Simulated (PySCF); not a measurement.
## C2H5, SMILES `[CH2]C` (charge 0, multiplicity 2)

All values below come from ωB97X-D3(BJ)/def2-TZVP // B3LYP-D3(BJ)/def2-TZVP (PySCF).

```yaml
highest_occupied_spin_orbital: -8.27 eV
dipole_moment: 0.30 D
total_energy: -79.2302 Ha
cost: roughly 60 core-seconds
```

Bonds (Å): C1–C2 1.483, C1–H3 1.081, C1–H4 1.081, C2–H5 1.092, C2–H6 1.093, C2–H7 1.101. Angles (°): C2–C1–H3 120.9, C2–C1–H4 121.0, H3–C1–H4 117.6, C1–C2–H5 111.9, C1–C2–H6 111.8, C1–C2–H7 111.8, H5–C2–H6 108.3, H5–C2–H7 106.4, H6–C2–H7 106.3.
Charge 0, spin multiplicity 2.
